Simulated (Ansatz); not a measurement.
`COC(C)C`, charge 0, multiplicity 1.

Q: Give a relaxed structure at PBE0-D4/def2-TZVP (Ansatz 0.2.0). (An estimate is asked.)

A: Ansatz gave: 
Z-matrix (Å, degrees):
```
C
O 1 1.399
H 1 1.091 2 107.3
H 1 1.097 2 112.7 3 119.1
H 1 1.100 2 111.4 3 -118.8
C 2 1.415 1 114.4 3 172.4
C 6 1.512 2 106.5 1 -165.6
C 6 1.519 2 112.1 1 71.7
H 6 1.103 2 108.3 1 -48.3
H 7 1.092 6 110.7 2 177.9
H 7 1.093 6 110.1 2 -62.2
H 7 1.091 6 110.5 2 57.3
H 8 1.092 6 110.3 2 178.6
H 8 1.092 6 112.0 2 -61.7
H 8 1.093 6 110.0 2 59.0
```
This is one stationary point; other conformers may exist.
